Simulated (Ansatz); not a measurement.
Ansatz (a quantum-chemistry and plane-wave program) input (wB97X-V/def2-TZVPD):

Ansatz 0.2 input:
```yaml
crystal:
  periodic: [false, false, false]
  atoms:
    - {symbol: F, position_ang: [-0.00000000, -0.00000000, -1.07291806]}
    - {symbol: Cl, position_ang: [0.00000000, 0.00000000, 0.56801544]}
basis:
  gaussian:
    orbitals: def2-TZVPD
hamiltonian:
  xc: {name: wB97X-V}
output: {forces: true}
```

End of the output:

```
integrals: 0.02 GiB planned
486 factors; their error is unknown
integrals: 0.06 GiB planned
107 factors; integrals over basis functions are off by at most 5.7e-5 eV
mean field: 0.24 GiB planned
mean field evaluation 1: about -15235.3529 eV, gradient 2.1e1 eV
mean field evaluation 2: about -15235.5412 eV, gradient 1.9e1 eV
mean field evaluation 4: about -15236.0123 eV, gradient 5.1e-1 eV
mean field evaluation 8: about -15236.0372 eV, gradient 1.2e-1 eV
mean field evaluation 16: about -15236.0373 eV, gradient 2.0e-5 eV
mean field -15236.03725349 eV, -559.9140417087 hartree, gradient 2.0e-5 eV, S^2 0.000000; 0 other end points of the search recorded, 0 dependent functions left out
the calculation of the forces begins
reference -15236.03725109 eV, -559.9140416205 hartree; 13, 13 occupied and 73, 73 virtual orbitals, 486 factors
Total energy: -15236.03725109 eV, -559.9140416205 hartree
Atom 0 at    -0.000000    -0.000000    -1.072918 Å, force    -0.000000    -0.000000     0.607567 eV/Å
Atom 1 at     0.000000     0.000000     0.568015 Å, force     0.000000    -0.000000    -0.607567 eV/Å
Dipole moment:     0.000000    -0.000000     0.190310 e Å
```
